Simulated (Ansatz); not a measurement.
System: hcp Y. Method: r²SCAN+rVV10 (plane waves, PAW; Ansatz, an electronic-structure program).

Run with plane-wave cutoff 560 eV, 18×18×10 k mesh (along the axes of the cell as run), Fermi–Dirac smearing 0.05 eV, scalar-relativistic PAW data made under PBE.

Shape and atoms are relaxed at each volume.

Pressure at four volumes; x = ln(V/33.026 Å³). One pressure is withheld.

| V (Å³/atom) | x | P (GPa) |
|---|---|---|
| 31.705 | -0.0408 | ? |
| 32.366 | -0.0202 | 0.88 |
| 33.026 | 0.0000 | 0.02 |
| 34.347 | 0.0392 | -1.51 |

Task: Pass a parabola P(x) through the three rows shown, estimate the bulk modulus and its pressure derivative near zero pressure, and predict the withheld pressure.

Result: Slopes between the rows: (0.02 − (0.88))/(0.0000 − (-0.0202)) = -42.57 and (-1.51 − (0.02))/(0.0392 − (0.0000)) = -39.03 GPa. Their difference over the span 0.0594 is c = 3.54/0.0594 = 59.6 GPa, so P(x) = 0.88 + (-42.57)(x − (-0.0202)) + 59.6 (x − (-0.0202))(x − (0.0000)). At the middle row B = −dP/dx = −[-42.57 + 59.6 × 0.0202] = 41.4 GPa, and B′ = dB/dP = 2c/B = 2.9. At x = -0.0408 the parabola gives 1.81 GPa; the run gives 1.82 GPa. The Birch–Murnaghan fit to the energies at all volumes has B0 = 41.3 GPa and B′ = 3.1.

Measured, for comparison: bulk modulus 41.7 GPa (zero-point energy and finite temperature contributions removed, our sources range from 37.3 to 41.7; as tabulated in doi:10.1021/acs.jctc.3c00612). Computed (rounded) less measured: bulk modulus -1.0 % (inside the range of the sources held).

Note: the bulk modulus comes from volumes at which shape and atoms were relaxed.
